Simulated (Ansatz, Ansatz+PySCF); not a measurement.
```csv
atom,x (Å),y (Å),z (Å)
C,-0.0029,-0.0458,-0.6317
N,0.0249,-0.0982,0.6485
H,0.0352,0.9194,1.0597
H,-0.0159,-0.9979,-1.1867
H,-0.0394,0.8813,-1.2322
```

RHF on singlet CH3N was run in several spherical basis sets with Ansatz (development build ahead of 0.2.0).

**Question.** Rank the basis sets by the total energy that they give, lowest first, with the distance from the lowest.
A. cc-pVDZ
B. 6-31G(d)
C. def2-SVP
D. 6-31G
E. cc-pVTZ
F. def2-TZVP
G. STO-3G
H. aug-cc-pVDZ

**Answer.** F (0.00 eV), E (0.07 eV), H (0.59 eV), A (0.80 eV), B (1.16 eV), D (2.41 eV), C (2.99 eV), G (33.79 eV).

Totals follow the description of the cores as much as that of the bonds, so this order isn't one of quality for chemistry.
